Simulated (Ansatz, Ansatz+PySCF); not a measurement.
```yaml
atoms:
  - { symbol: C, position_ang: [0.0000, 0.0040, -0.7856] }
  - { symbol: C, position_ang: [0.0000, -0.0040, 0.7856] }
  - { symbol: C, position_ang: [0.0000, 1.2033, -1.5962] }
  - { symbol: C, position_ang: [0.0000, -1.2033, 1.5962] }
  - { symbol: H, position_ang: [0.0000, -1.0549, -1.3170] }
  - { symbol: H, position_ang: [0.0000, 1.0549, 1.3170] }
  - { symbol: H, position_ang: [0.0000, 1.1529, -2.7750] }
  - { symbol: H, position_ang: [0.0000, 2.2776, -1.1027] }
  - { symbol: H, position_ang: [0.0000, -1.1529, 2.7750] }
  - { symbol: H, position_ang: [0.0000, -2.2776, 1.1027] }
```

RHF on singlet C4H6 was run in several spherical basis sets with Ansatz (development build ahead of 0.2.0). Caution for RHF: an unrestricted determinant lies well below; in another basis set an unrestricted determinant lies well below.

(1) Rank the basis sets by the total energy that they give, lowest first, with the distance from the lowest.
A. cc-pVDZ
B. def2-SVP
C. 6-31G(d)
D. def2-TZVP

## Answers

(1) D (0.00 eV), A (1.02 eV), C (1.68 eV), B (4.42 eV).

Totals follow the description of the cores as much as that of the bonds, so this order isn't one of quality for chemistry.
